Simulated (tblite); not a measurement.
A geometry optimisation, step by step.

Species: C3H7OP.
Numbering: `[CH3:1][P:2]1(=[O:3])[CH2:4][CH2:5]1` (hydrogens: H6, H7, H8 on C1; H9, H10 on C4; H11, H12 on C5)

Computed with GFN2-xTB (tblite), gas phase: L-BFGS steps from a force-field or distance-geometry start until the largest atomic force falls under 0.01 eV/Å. 12 of its 262 geometries are shown.

Step 0: E = -449.2366 eV, largest atomic force 5.070 eV/Å
```
atom  x, y, z in Å  |  force x, y, z in eV/Å
C1      1.518    0.550    0.282    0.461   1.557  -0.711
P2      0.248   -0.610    0.808    2.216  -3.992  -0.431
O3      0.440   -1.987    0.219    0.620   0.971   1.226
C4     -1.362   -0.136    0.421   -4.698   1.676  -0.910
C5     -1.009   -0.032   -0.968    0.796   0.164   0.359
H6      2.422    0.377    0.848    0.081  -0.206   0.169
H7      1.744    0.441   -0.782    0.094  -0.111   0.222
H8      1.190    1.585    0.474    0.113  -0.367  -0.031
H9     -2.125   -0.889    0.658    0.614  -0.285  -0.027
H10    -1.724    0.775    0.901    0.359   0.239  -0.123
H11    -0.854   -0.923   -1.574   -0.243   0.292   0.342
H12    -0.487    0.850   -1.314   -0.414   0.062  -0.084
```

Step 24: E = -450.0411 eV, largest atomic force 0.412 eV/Å
```
atom  x, y, z in Å  |  force x, y, z in eV/Å
C1      1.544    0.558    0.241    0.063   0.053   0.064
P2      0.262   -0.688    0.737    0.068  -0.108  -0.392
O3      0.642   -2.067    0.362   -0.159   0.136   0.105
C4     -1.517   -0.089    0.386   -0.019  -0.175   0.118
C5     -0.870   -0.018   -0.885    0.221   0.195  -0.116
H6      2.406    0.337    0.873   -0.092   0.071  -0.037
H7      1.822    0.412   -0.802    0.003   0.019   0.138
H8      1.176    1.561    0.432    0.113  -0.039  -0.053
H9     -2.177   -0.919    0.603    0.017  -0.009   0.018
H10    -1.741    0.825    0.911   -0.066   0.071  -0.004
H11    -0.908   -0.860   -1.558   -0.098   0.021   0.034
H12    -0.639    0.946   -1.325   -0.051  -0.236   0.125
```

Step 47: E = -449.9861 eV, largest atomic force 1.074 eV/Å
```
atom  x, y, z in Å  |  force x, y, z in eV/Å
C1      1.513    0.548    0.229   -0.039  -0.073   0.283
P2      0.284   -0.714    0.888    0.616  -0.511  -0.716
O3      0.621   -2.039    0.323   -0.161   0.383   0.456
C4     -1.516   -0.078    0.338   -0.434   0.041   0.375
C5     -0.934    0.006   -0.907    0.132   0.018  -0.492
H6      2.393    0.337    0.835    0.035   0.043   0.000
H7      1.780    0.418   -0.816   -0.097  -0.081   0.053
H8      1.164    1.550    0.448    0.044   0.059  -0.071
H9     -2.149   -0.918    0.600    0.070  -0.008  -0.060
H10    -1.713    0.826    0.899   -0.065   0.021  -0.063
H11    -0.850   -0.875   -1.534   -0.039   0.185   0.128
H12    -0.591    0.939   -1.329   -0.062  -0.074   0.107
```

Step 71: E = -449.7770 eV, largest atomic force 2.476 eV/Å
```
atom  x, y, z in Å  |  force x, y, z in eV/Å
C1      1.477    0.521    0.222    0.044  -0.119   0.902
P2      0.339   -0.757    1.079    1.104  -1.051  -1.951
O3      0.649   -2.021    0.354   -0.384   0.846   1.192
C4     -1.536   -0.054    0.267   -1.062   0.141   1.427
C5     -1.027    0.055   -0.953    1.383  -0.483  -1.596
H6      2.395    0.330    0.784    0.163   0.200  -0.075
H7      1.701    0.390   -0.834   -0.230  -0.197   0.144
H8      1.135    1.524    0.454    0.107   0.107  -0.106
H9     -2.119   -0.918    0.570    0.075   0.018  -0.076
H10    -1.680    0.828    0.884   -0.241  -0.001  -0.143
H11    -0.766   -0.862   -1.517   -0.573   0.721   0.165
H12    -0.567    0.964   -1.335   -0.385  -0.183   0.118
```

Step 95: E = -449.6842 eV, largest atomic force 3.509 eV/Å
```
atom  x, y, z in Å  |  force x, y, z in eV/Å
C1      1.473    0.526    0.211   -0.022  -0.233   1.376
P2      0.306   -0.754    1.089    1.741  -1.486  -2.660
O3      0.636   -2.023    0.351   -0.613   1.369   1.665
C4     -1.529   -0.065    0.267   -1.205   0.588   1.884
C5     -0.989    0.050   -0.936    1.093  -0.680  -2.044
H6      2.389    0.333    0.780    0.067   0.148  -0.102
H7      1.710    0.399   -0.836   -0.281  -0.237  -0.002
H8      1.141    1.528    0.455    0.061   0.154  -0.155
H9     -2.123   -0.919    0.575    0.049  -0.027  -0.145
H10    -1.676    0.831    0.887   -0.203  -0.293  -0.334
H11    -0.773   -0.870   -1.526   -0.420   0.850   0.326
H12    -0.565    0.963   -1.342   -0.268  -0.153   0.190
```

Step 119: E = -449.8910 eV, largest atomic force 1.738 eV/Å
```
atom  x, y, z in Å  |  force x, y, z in eV/Å
C1      1.487    0.509    0.227    0.160  -0.030   0.616
P2      0.348   -0.763    1.070    0.728  -0.274  -1.072
O3      0.673   -2.037    0.410   -0.221   0.202   0.552
C4     -1.547   -0.055    0.265   -0.865   0.074   1.025
C5     -1.030    0.070   -0.955    1.187  -0.363  -1.216
H6      2.414    0.343    0.783    0.098   0.111  -0.081
H7      1.696    0.359   -0.830   -0.147  -0.177   0.146
H8      1.153    1.520    0.430    0.021   0.079  -0.057
H9     -2.115   -0.935    0.550    0.047   0.060  -0.020
H10    -1.713    0.829    0.867   -0.218  -0.030  -0.006
H11    -0.776   -0.835   -1.525   -0.447   0.565   0.044
H12    -0.587    0.994   -1.319   -0.343  -0.217   0.068
```

Step 142: E = -450.0349 eV, largest atomic force 0.224 eV/Å
```
atom  x, y, z in Å  |  force x, y, z in eV/Å
C1      1.546    0.558    0.232    0.007  -0.011   0.043
P2      0.268   -0.686    0.762    0.030  -0.064  -0.154
O3      0.611   -2.057    0.340   -0.025   0.049   0.068
C4     -1.523   -0.095    0.380   -0.092  -0.030   0.151
C5     -0.896   -0.002   -0.884    0.190  -0.030  -0.115
H6      2.399    0.348    0.874    0.002   0.016   0.004
H7      1.835    0.396   -0.803    0.010  -0.012   0.024
H8      1.196    1.568    0.405    0.014   0.016  -0.030
H9     -2.157   -0.943    0.605    0.017   0.002  -0.008
H10    -1.764    0.814    0.911   -0.036   0.014   0.004
H11    -0.887   -0.854   -1.546   -0.066   0.044   0.007
H12    -0.626    0.952   -1.302   -0.051   0.007   0.005
```

Step 166: E = -449.8524 eV, largest atomic force 1.860 eV/Å
```
atom  x, y, z in Å  |  force x, y, z in eV/Å
C1      1.470    0.505    0.217    0.304   0.098   1.061
P2      0.344   -0.773    1.091    0.901  -0.538  -1.536
O3      0.677   -2.050    0.423   -0.356   0.574   0.805
C4     -1.545   -0.059    0.266   -0.492   0.613   0.630
C5     -1.011    0.075   -0.955    0.809  -0.762  -0.818
H6      2.401    0.337    0.780   -0.019   0.139  -0.179
H7      1.694    0.372   -0.834   -0.187  -0.257   0.009
H8      1.147    1.523    0.432    0.025  -0.073  -0.090
H9     -2.119   -0.926    0.539   -0.096  -0.178   0.064
H10    -1.697    0.837    0.862   -0.259  -0.188  -0.041
H11    -0.771   -0.841   -1.519   -0.399   0.693   0.039
H12    -0.590    0.999   -1.327   -0.231  -0.120   0.055
```

Step 190: E = -450.1290 eV, largest atomic force 3.080 eV/Å
```
atom  x, y, z in Å  |  force x, y, z in eV/Å
C1      1.622    0.587    0.237   -0.579  -0.662   0.676
P2      0.225   -0.618    0.532    1.884  -2.304  -0.792
O3      0.610   -2.077    0.331   -0.597   2.112   0.587
C4     -1.518   -0.136    0.450   -1.504   0.729   1.776
C5     -0.845   -0.016   -0.836    0.651  -0.393  -2.009
H6      2.408    0.365    0.942    0.186   0.038   0.158
H7      1.938    0.356   -0.765    0.173  -0.008  -0.269
H8      1.252    1.583    0.338   -0.034   0.550   0.029
H9     -2.176   -0.985    0.626    0.147   0.121   0.012
H10    -1.853    0.793    0.949    0.209  -0.616  -0.294
H11    -0.966   -0.819   -1.573   -0.360   0.419   0.185
H12    -0.697    0.966   -1.258   -0.175   0.014  -0.059
```

Step 214: E = -450.7725 eV, largest atomic force 0.379 eV/Å
```
atom  x, y, z in Å  |  force x, y, z in eV/Å
C1      1.640    0.590    0.306   -0.107   0.011  -0.024
P2      0.316   -0.661    0.146   -0.060  -0.146   0.013
O3      0.736   -2.055    0.316    0.058  -0.196  -0.032
C4     -1.370   -0.132    0.520   -0.124  -0.095   0.082
C5     -0.987   -0.117   -0.986    0.274   0.193  -0.176
H6      2.272    0.323    1.146    0.001  -0.122   0.043
H7      2.222    0.534   -0.612    0.059   0.039   0.021
H8      1.250    1.587    0.451   -0.109   0.113  -0.074
H9     -2.040   -0.952    0.761    0.093   0.109   0.153
H10    -1.651    0.801    0.975   -0.008   0.118   0.056
H11    -1.538   -0.781   -1.633    0.078  -0.134  -0.013
H12    -0.849    0.863   -1.415   -0.154   0.111  -0.049
```

Step 237: E = -450.8185 eV, largest atomic force 0.084 eV/Å
```
atom  x, y, z in Å  |  force x, y, z in eV/Å
C1      1.618    0.594    0.340   -0.016  -0.009  -0.061
P2      0.334   -0.679    0.082    0.005  -0.015   0.007
O3      0.757   -2.083    0.168   -0.008   0.006  -0.001
C4     -1.327   -0.117    0.521   -0.057  -0.021   0.026
C5     -0.998   -0.126   -1.009    0.066   0.021   0.013
H6      2.196    0.319    1.221   -0.076   0.026  -0.026
H7      2.275    0.582   -0.528    0.017  -0.006   0.025
H8      1.170    1.575    0.454    0.017  -0.009   0.019
H9     -2.040   -0.866    0.845    0.051   0.032   0.003
H10    -1.504    0.853    0.963    0.016  -0.036  -0.031
H11    -1.499   -0.891   -1.587   -0.007   0.040   0.011
H12    -0.980    0.838   -1.496   -0.010  -0.028   0.015
```

Step 261: E = -450.8262 eV, largest atomic force 0.008 eV/Å
```
atom  x, y, z in Å  |  force x, y, z in eV/Å
C1      1.614    0.587    0.323   -0.005   0.000   0.002
P2      0.340   -0.689    0.045    0.003  -0.004  -0.004
O3      0.765   -2.093    0.091    0.001   0.001  -0.001
C4     -1.308   -0.138    0.540   -0.001   0.002   0.002
C5     -1.012   -0.097   -0.996   -0.002  -0.002  -0.002
H6      2.050    0.417    1.305    0.001   0.000   0.005
H7      2.389    0.460   -0.431   -0.004  -0.005  -0.004
H8      1.183    1.579    0.263    0.000   0.008   0.002
H9     -2.009   -0.897    0.858    0.002   0.002   0.000
H10    -1.473    0.818    1.014    0.002   0.000  -0.002
H11    -1.539   -0.831   -1.590    0.000  -0.001  -0.001
H12    -0.999    0.883   -1.448    0.001  -0.001   0.004
```

Question: Summarise the path.

Answer: The energy falls by 36.66 kcal/mol from step 0 to step 261; nine tenths of that is first reached at step 201. It rises by more than 0.2 meV at steps 16, 19, 20, 24, 26, 27, 31 and 32 and others. The largest force goes from 5.070 to 0.008 eV/Å. Among the bonds P2–C5 changes most, from 2.251 to 1.806 Å; the atoms move by 0.459 Å rms after alignment.

What follows is the cost of the whole relaxation. On one thread, Arm Neoverse V1 (aarch64), no GPU, shared host with 32 logical CPUs at a one-minute load of 7.8, this took 1.3 s.
